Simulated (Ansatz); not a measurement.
Reaction (hydrogenolysis of a C–C bond): `N=C(O)C=CF` + H₂ → `N=CO` + `C=CF`

Program: Ansatz. Geometries: PBE0-D4/def2-TZVP. ΔE: electronic, gas phase. CBS: MP2 limit from def2 TZ/QZ plus the TZ coupled-cluster correction, frozen cores. This one scheme is used for every species. DFT in def2-TZVPP. One conformer a species, not always the lowest.

```json
{"species": "`N=C(O)C=CF`", "ωB97M-V energy (Eh)": "-346.55236"}
{"species": "H₂", "ωB97M-V energy (Eh)": "-1.16132"}
{"species": "`N=CO`", "ωB97M-V energy (Eh)": "-169.89088"}
{"species": "`C=CF`", "ωB97M-V energy (Eh)": "-177.83600"}
```

Problem. Work out ΔE.

Solution. ΔE = (-169.89088) + (-177.83600) − (-346.55236) − (-1.16132) = -0.01320 Eh = -34.7 kJ/mol. CCSD(T)/CBS gives -34.0 kJ/mol.

Largest T1 diagnostic among the species: 0.014.

The D4 term adds +10.7 kJ/mol with B3LYP and +5.9 kJ/mol with PBE0; it sums over pairs of atoms, weighted by their polarisabilities, and B3LYP, whose exchange is more repulsive, gets the larger term. From PBE to PBE0 (25 % exact exchange), in def2-TZVPP and without D4, ΔE moves by −3.9 kJ/mol. In def2-TZVPP, CCSD(T) changes the Hartree–Fock value by +25.5 kJ/mol (the triples alone add +6.5 kJ/mol) and MP2 by +32.0 kJ/mol.

B3LYP here is the variant with VWN-RPA as its local correlation; programs differ in this.
